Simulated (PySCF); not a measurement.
Saddle point of CH$_{4}$BF, singlet (CH₄BF ([CH3][BH][F]) → CH₃B ([BH][CH2]) + HF; bonds formed: F2–H4; bonds broken: B1–F2, C3–H4), PBE0-D4/def2-TZVP structure:

B1  (-0.740, 0.157, -0.068)
F2  (-0.250, -0.540, -1.534)
C3  (0.511, 0.277, 0.592)
H4  (0.370, -0.798, -0.740)
H5  (-1.917, 0.108, -0.018)
H6  (0.566, 0.337, 1.674)
H7  (1.461, 0.460, 0.094)
(Å)

Energies are electronic, without zero-point energy. Barriers and step energies count from the start structure reached by relaxing down the imaginary mode; all methods use the PBE0-D4 structures, on which another method's saddle can fall below an end. PySCF 2.14 with density fitting (its default auxiliary sets; JK sets also for MP2 and CCSD(T)); basis: def2-TZVPP, with def2-QZVPP for the basis limit; cores frozen in the correlated methods. B3LYP uses VWN-RPA correlation. Extrapolation: Hartree–Fock as exp(−7.88 √X), correlation as X^−2.97.

```
   method  barrier (kJ/mol)  step energy (kJ/mol)
    SPW92                 ?                 330.4
   PBE-D4             329.9                 313.3
r2SCAN-D4             349.0                 327.5
  PBE0-D4             353.4                 327.2
 B3LYP-D4             356.8                 317.6
 BHLYP-D4                 ?                 334.6
  wB97M-V             353.4                 323.6
       HF             424.1                 342.6
      MP2                 ?                 325.9
     CCSD             372.6                 327.0
  CCSD(T)             360.6                 323.0
```

Task: Fill in the withheld barriers. (Judge from chemistry; the value comes from the calculation.)

Result: By the calculation: MP2 358.4; SPW92 315.9; BHLYP-D4 383.4 kJ/mol. Each is the energy of the saddle less that of the start structure, by the same method.

For comparison, the barrier by CCSD(T) at an estimated basis limit (MP2 extrapolated from triple and quadruple zeta, plus CCSD(T) − MP2 in triple zeta) is 358.0 kJ/mol.

T1 diagnostic: at most 0.014.

Labels in which every atom is bracketed show which atoms are joined, not bond orders.

For scale, one of the runs: CCSD(T)/def2-TZVPP, 149 basis functions, launched by `OMP_NUM_THREADS=4 python run.py`. The run took 31 s on 4 CPU threads of an AMD EPYC 9B45 (shared host), with 0.97 GiB of host memory at its peak.
